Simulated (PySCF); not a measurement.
# CS₂: calculation against measurement

Isolated CS₂, optimised in PySCF with density fitting and no spin–orbit coupling; def2 sets carry scalar-relativistic core potentials from Rb on. All levels below give a singlet of D∞h symmetry: PBE0/def2-TZVP C–S 1.548 Å (×2); B3LYP/def2-TZVP C–S 1.553 Å (×2); wB97X/def2-TZVP C–S 1.544 Å (×2).

Counting electrons, carbon keeps none of its valence electrons outside its bonds, so the VSEPR class is AX2 and the expected shape is linear (D∞h), as computed.

The measured mean polarisability is 8.749 Å³ (NIST CCCBDB Release 22 (SRD 101), experimental polarizabilities). What do the calculations give?

PBE0/def2-TZVP 7.19 Å³, B3LYP/def2-TZVP 7.23 Å³, wB97X/def2-TZVP 7.26 Å³. Basis sets without diffuse functions underestimate polarisabilities.
